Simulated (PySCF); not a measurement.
Compound: cyclopropylamine, C3H7N.
Numbering: `[NH2:1][CH:2]1[CH2:3][CH2:4]1` (hydrogens: H5, H6 on N1; H7 on C2; H8, H9 on C3; H10, H11 on C4)

Method: PySCF, PBE0-D3(BJ)/def2-SVP geometry optimisation, gas phase; density fitting, grid level 1; the optimiser is geomeTRIC in internal coordinates, started from an MMFF94s structure with every atom displaced at random (about 0.03 Å).

Step 2: E = -4705.2829 eV
```
atom  x, y, z in Å  |  force x, y, z in eV/Å
N1      1.3540    0.4907    0.8212   -0.298  -0.150   0.044
C2      0.3434    0.4447   -0.2003    0.316   0.041  -0.186
C3     -1.0991    0.2873    0.1245   -0.614   0.080  -0.087
C4     -0.3871   -0.8051   -0.6382   -0.097  -0.002  -0.047
H5      1.1470   -0.1915    1.5527    0.072   0.112  -0.069
H6      2.2691    0.2465    0.4394   -0.175  -0.051  -0.011
H7      0.5642    1.1531   -1.0063   -0.026   0.055  -0.001
H8     -1.8481    0.8831   -0.4311    0.386  -0.110   0.220
H9     -1.4214    0.0893    1.1568    0.241  -0.003  -0.079
H10    -0.6556   -0.9556   -1.6961    0.167   0.045   0.231
H11    -0.1684   -1.7279   -0.0918    0.028  -0.018  -0.014
```

Step 3: E = -4705.3027 eV
```
atom  x, y, z in Å  |  force x, y, z in eV/Å
N1      1.3176    0.4944    0.8133    0.174  -0.003   0.059
C2      0.3435    0.4427   -0.2285    0.074   0.059   0.009
C3     -1.0877    0.2817    0.1299   -0.327  -0.023  -0.173
C4     -0.3829   -0.8098   -0.6460   -0.118   0.038  -0.043
H5      1.0860   -0.1709    1.5466   -0.027   0.002   0.081
H6      2.2333    0.2203    0.4631    0.022  -0.040  -0.044
H7      0.5572    1.1547   -1.0327   -0.002   0.050  -0.006
H8     -1.8290    0.8992   -0.3866    0.015  -0.039  -0.019
H9     -1.3538    0.0922    1.1761    0.134  -0.033  -0.018
H10    -0.6391   -0.9618   -1.7035    0.028   0.029   0.161
H11    -0.1473   -1.7282   -0.1008    0.027  -0.041  -0.007
```

Question: Estimate the geometry and energy of step 4. (The exact step hangs on the optimiser's Hessian estimate; all steps are aligned on step 3, rigid shifts and turns removed.)

Answer: E = -4705.3089 eV, largest force 0.081 eV/Å
```
atom  x, y, z in Å  |  force x, y, z in eV/Å
N1      1.3253    0.4909    0.8129    0.043   0.049  -0.005
C2      0.3402    0.4486   -0.2237    0.026   0.005  -0.008
C3     -1.0992    0.2802    0.1224    0.004  -0.014   0.012
C4     -0.3838   -0.8061   -0.6415   -0.011   0.022   0.016
H5      1.0939   -0.1636    1.5561   -0.049  -0.004   0.053
H6      2.2299    0.1972    0.4497    0.022  -0.033  -0.024
H7      0.5535    1.1641   -1.0262    0.002   0.009   0.009
H8     -1.8375    0.8952   -0.3948   -0.052   0.017  -0.061
H9     -1.3531    0.0909    1.1691    0.032  -0.031   0.050
H10    -0.6308   -0.9585   -1.6950   -0.015  -0.010  -0.041
H11    -0.1403   -1.7244   -0.0980   -0.002  -0.010  -0.001
```

The energy changes by -0.0063 eV. The first-order estimate −F·Δx gives -0.0112 eV and the mean of the old and new forces, exact on a quadratic surface, -0.0063 eV. The step makes an angle of 60° with the force vector and moves no atom by more than 0.027 Å.

The cost below is that of the whole optimisation. Hardware: Arm Neoverse V1, one thread (shared host). Cost: 25 s, 0.38 GiB resident at most.
